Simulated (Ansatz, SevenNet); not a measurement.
For diamond-structure Si, the machine-learned potential SevenNet-0 (trained on PBE and PBE+U data) gives:

- lattice constant a = 5.463 Å
- TO(Γ) frequency = 417 cm⁻¹
- elastic constant C11 = 152 GPa
- elastic constant C44 = 57.9 GPa
- Voigt–Reuss–Hill shear modulus = 50.6 GPa

Question: What does r²SCANh in Ansatz (PAW) give for the same quantities?

Answer: 
- lattice constant a: 5.437 Å (shrinks by 0.5 %)
- zone-centre TO phonon frequency: 526 cm⁻¹ (grows by 26 %)
- elastic constant C11: 172 GPa (rises by 13 %)
- elastic constant C44: 83.2 GPa (goes up by 44 %)
- Voigt–Reuss–Hill shear modulus: 70.2 GPa (grows by 39 %)

For comparison: lattice constant a 5.421 Å (measured, static lattice: zero-point anharmonic expansion removed; as tabulated in Mejia-Rodriguez and Trickey (2018), arXiv:1807.09216); zone-centre TO phonon frequency 525 cm⁻¹ (measured, low temperature, zero-point motion not removed; as tabulated in Tanner et al. (2021), arXiv:2110.11888); elastic constant C11 168 GPa (measured, low temperature, zero-point motion not removed; as tabulated in Tanner et al. (2021), arXiv:2110.11888); elastic constant C44 80.2 GPa (measured, low temperature, zero-point motion not removed; as tabulated in Tanner et al. (2021), arXiv:2110.11888).

Changes are worked out from the printed values.

Unless a cell is named, each level is at its own relaxed cell (SevenNet-0 20.38, r²SCANh 20.09 Å³/atom).

Ansatz's density-functional and Hartree–Fock values are scalar-relativistic unless marked +SOC, with PAW data made under PBE.

Ansatz is a first-principles code.
